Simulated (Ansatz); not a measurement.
Task: vertical and adiabatic energies of changing the electron count of CLi, with the Ansatz DFT code, driven from Python. Give the script and its output. Level of theory (for the species named): r2SCAN, def2-TZVP basis, multiplicity 2.

```yaml
atoms:
  - { symbol: Li, position_ang: [0.0000, 0.0000, 0.0000] }
  - { symbol: C, position_ang: [0.0000, 0.0000, 1.9950] }
```

The script, `cli.py`:
```python
"""Vertical and adiabatic ionisation of CLi."""

import logging
import sys

import ansatz as az
import numpy as np

logging.basicConfig(stream=sys.stdout, format="%(name)s: %(message)s")
log = logging.getLogger("run")
log.setLevel(logging.INFO)


def main() -> None:
    cli = (
        az.Crystal.molecule()
        .atom("Li", (0.0, 0.0, 0.0))
        .atom("C", (0.0, 0.0, 1.995))
    )

    model = (
        cli.calculation()
        .basis(gaussian="def2-TZVP")
        .functional("r2scan")
        .spin("collinear", total=1)
    )
    symbols = [site.symbol for site in cli.cartesian_sites]
    start = np.array([site.position_ang for site in cli.cartesian_sites], dtype=float)
    summary = model.relax(force_tolerance=0.01, max_steps=100).run(threads=1, pin="off").report
    end = np.array(summary["positions_ang"])

    minimum = az.Crystal.molecule()
    for symbol, place in zip(symbols, end):
        minimum = minimum.atom(symbol, place.tolist())
    ion = (
        minimum.calculation()
        .basis(gaussian="def2-TZVP")
        .functional("r2scan")
        .charge(1)
    )
    vertical = ion.run(threads=1, pin="off").report
    settled = ion.relax(force_tolerance=0.01, max_steps=80).run(threads=1, pin="off").report
    log.info(f"vertical ionisation energy   {vertical['free_energy_ev'] - summary['free_energy_ev']:.3f} eV")
    log.info(f"adiabatic, no zero point     {settled['free_energy_ev'] - summary['free_energy_ev']:.3f} eV")
    log.info(f"relaxation energy of the ion {vertical['free_energy_ev'] - settled['free_energy_ev']:.3f} eV")
    ionised = np.array(settled["positions_ang"])
    log.info("final positions (A) and the move of each atom")
    for symbol, xyz, old in zip(symbols, ionised, end):
        log.info(f"{symbol:2s} {xyz[0]:10.5f} {xyz[1]:10.5f} {xyz[2]:10.5f}   {np.linalg.norm(xyz - old):7.4f}")


if __name__ == "__main__":
    main()
```

```console
$ python cli.py
run: vertical ionisation energy   9.190 eV
run: adiabatic, no zero point     8.830 eV
run: relaxation energy of the ion 0.360 eV
run: final positions (A) and the move of each atom
run: Li    0.00000    0.00000   -0.16440    0.2019
run: C    -0.00000   -0.00000    2.15940    0.2019
```

These settings explore the input space; basis and method may be short of convergence. The energies are electronic: no zero-point or thermal terms, and the basis set is short of its limit. The product may relax into another structure. The relaxation finds the nearest minimum, so the adiabatic value is an upper bound. The species is open-shell (spin multiplicity 2). The expectation value of S² is noticeably off S(S+1) in at least one run, so that state is spin-contaminated. Only the spin states typed were run; another state of an ion can lie lower, by up to an eV or two. The spin state was assumed, and another may lie lower. Wall time of the script: 20 s on 1 thread of AMD EPYC 9R14 (Zen 4), with other jobs on the host, peak memory 0.21 GiB.

(Lines on the test bed's own set-up are left out of the output.)
